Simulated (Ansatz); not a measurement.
## Structure relaxation of VCd₂

All numbers below come from DFT PBE, scalar-relativistic, plane waves, PAW (Ansatz). Cutoff 420 eV, Γ-centred k mesh, Gaussian smearing, collinear spin, first started from parallel moments.

This is the end of a relaxation of cell and atoms.

```
CELL_PARAMETERS angstrom
0.00000 3.31175 3.31175
3.31175 0.00000 3.31175
3.31175 3.31175 0.00000
ATOMIC_POSITIONS crystal
V 0.00000 0.00000 0.00000
Cd 0.25000 0.25000 0.25000
Cd 0.75000 0.75000 0.75000
```

Formation energies are uncorrected and refer to the elements' standard structures at the same level.

(1) What space group does it have?

(2) How far does it lie from the elements in energy?

(3) Is it a metal?

(4) What net moment does it keep?

## Answers

(1) Fm-3m (No. 225). Conventional cell: a = 6.623 Å. Around V lie 8 Cd at 2.87 Å; Cd is coordinated by 4 V at 2.87 Å and 6 Cd at 3.31 Å.

(2) 0.70 eV/atom.

(3) Yes, bands cross the Fermi level on the 12×12×12 mesh.

(4) 1.20 μB per atom, with site moments up to 2.83 μB.

The final run used a 12×12×12 mesh on its 3-atom cell and 0.10 eV smearing. The k mesh leaves about 4 meV/atom of noise in metals. The cell came from a trial start, so VCd₂ may not exist in this structure.

Cost: 3 runs of about 1.7 core-minutes in all, on Arm Neoverse V1 (shared hosts).